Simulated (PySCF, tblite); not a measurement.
# A complex of water and 3 × hydrogen fluoride

A gas-phase complex of water and 3 × hydrogen fluoride; neutral, singlet. The structure comes from a short search (6 tight-binding starts) and was relaxed by PBE0-D3(BJ)/def2-TZVPD; another way of binding may lie lower. No frequency run checks that it is a minimum.

Parts: 1 = water (O), atoms 1–3; 2 = hydrogen fluoride (F), atoms 4–5; 3 = hydrogen fluoride (F), atoms 6–7; 4 = hydrogen fluoride (F), atoms 8–9.

Coordinates in Å:
```
O1      0.388    0.490   -0.337
H2      0.912   -0.220    0.089
H3     -0.180    0.068   -0.987
F4      2.324   -1.091    0.639
H5      3.048   -0.544    0.338
F6      2.152    1.924   -1.186
H7      1.367    1.389   -0.881
F8      3.953    0.549   -0.293
H9      3.327    1.173   -0.687
```

Contacts between parts, classed by geometry: H7···O1 1.436 Å (hydrogen bond, 171°); H9···F6 1.482 Å (hydrogen bond, 168°); H5···F8 1.554 Å (hydrogen bond, 166°); H2···F4 1.748 Å (hydrogen bond, 158°).

Deforming the relaxed parts to their shape here costs 5.3 kcal/mol, which the interaction energies leave out.

Interaction energies are complex less parts, with the parts frozen as they stand in it; counterpoise-corrected, in kcal/mol (PySCF).

**Question.** How strongly do the parts interact, level by level?

**Answer.** 
```csv
level,interaction,superposition error removed
wB97M-D3(BJ)/def2-TZVPD,-36.45,-0.37
PBE0-D3(BJ)/def2-TZVPD,-40.05,-0.36
RI-MP2/def2-TZVPD,-32.85,-2.68
```

**Question.** What holds them together? Decompose the wB97M-D3(BJ)/def2-TZVPD energy: frozen parts, their antisymmetrised product, then relaxation.

**Answer.** electrostatic -65.2, Pauli repulsion +84.8, orbital relaxation -53.7, dispersion correction -2.7 kcal/mol, which sum to the value before the counterpoise correction; the Pauli term holds the exchange-correlation of the frozen density too. Of the attraction, 54 % is electrostatic, 44 % is orbital relaxation, 2 % is dispersion correction.

**Question.** Are the pair energies additive?

**Answer.** The pairs sum to -22.13 kcal/mol (1–2 -1.8, 1–3 -9.0, 1–4 -2.5, 2–3 -2.0, 2–4 -3.7, 3–4 -3.1); the rest of -14.33 is a many-body strengthening.

The parts were also relaxed and run alone, at the levels used for the complex: shieldings by PBE0/pcSseg-2; core levels by delta-SCF with SCAN, pcX-2 on the ionised atom and pcseg-1 elsewhere, spin-free X2C.

Values alone: F6–H7 bond (Å): 0.921; shielding of H7 (ppm): 29.16; shielding of O1 (ppm): 329.1; shielding of H9 (ppm): 29.16; shielding of F6 (ppm): 410.5; O1 1s core level (eV): 539.76; F6 1s core level (eV): 694.11; F8 1s core level (eV): 694.11.

**Question.** What does binding change?

**Answer.** 
```
             property   alone  in the complex  change
       F6–H7 bond (Å)   0.921           0.998  +0.077
shielding of H7 (ppm)   29.16           17.10  -12.06
shielding of O1 (ppm)   329.1           301.4   -27.8
shielding of H9 (ppm)   29.16           20.23   -8.92
shielding of F6 (ppm)   410.5           354.3   -56.3
O1 1s core level (eV)  539.76          541.07   +1.31
F6 1s core level (eV)  694.11          693.18   -0.94
F8 1s core level (eV)  694.11          693.53   -0.59
```

Density functionals tend to overstate the lengthening and the red shift of so strongly bound an X–H bond.
